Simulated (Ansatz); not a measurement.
## Bulk modulus of some cubic elemental metals

Method: HSE06 in Ansatz (PAW). References are measured values corrected to a static lattice. The table is a random draw of 10 from 22 solids with such references.

Values in GPa.

```
solid          reference  HSE06  error (%)
------  ----------------  -----  ---------
fcc Pd     195 (187–198)    175      -10.3
fcc Sr              12.5   11.5       -8.0
bcc W      312 (300–328)    335       +7.4
fcc Al  80.8 (77.1–82.0)   82.6       +2.2
bcc Nb               173    180       +4.0
bcc Ba  9.34 (9.34–10.6)   7.98      -14.6
fcc Rh     271 (271–289)    291       +7.4
fcc Au               182    146      -19.8
bcc K               3.75   3.47       -7.5
fcc Pt               289    277       -4.2
```

Over these 10 solids the mean error is -4.3 %, the mean absolute error 8.5 % (median 7.4 %), and the worst case fcc Au at -19.8 %; the value is too low in 6 of 10 cases. Over all 22, from unrounded values, the mean error is -3.0 % and the mean absolute error 9.2 % (median 7.8 %).

All these references are brought to a static lattice.

Spin–orbit coupling is left out, also for the solids with elements from indium on (bcc W, bcc Ba, fcc Au, fcc Pt); its size isn't shown.

Exact exchange on metals is sensitive to the k mesh.

Brackets give the range of the sources taken for a reference, where it is wide; it can hold other temperatures.

Differences are worked out from the printed values.

Each level is taken at its own relaxed cell. Ansatz's density-functional and Hartree–Fock values are scalar-relativistic unless marked +SOC, with PAW data made under PBE.

Ansatz's runs of these crystals have no spin polarisation. Meta-GGAs and exact exchange favour moments, which can bear on fcc Pd, fcc Rh, fcc Pt.

Not in this set, of the elemental metals with a reference value in our tables and a result at some level: 13 for no value at HSE06 (not run, a failed fit, an unstable or unbound cell, or a value held back for tests); 6 for sources at odds; 3 for a reference at room or unstated temperature. These can be a level's best or worst cases. Solids without a released value at any level aren't counted. Layered and molecular crystals are counted apart. The metals Ce to Yb are counted apart.

References as tabulated in Levämäki et al. (2014), arXiv:1402.3671; doi:10.1021/acs.jctc.3c00612; Mejia-Rodriguez and Trickey (2018), arXiv:1807.09216.

Ansatz is a quantum-chemistry and plane-wave program.
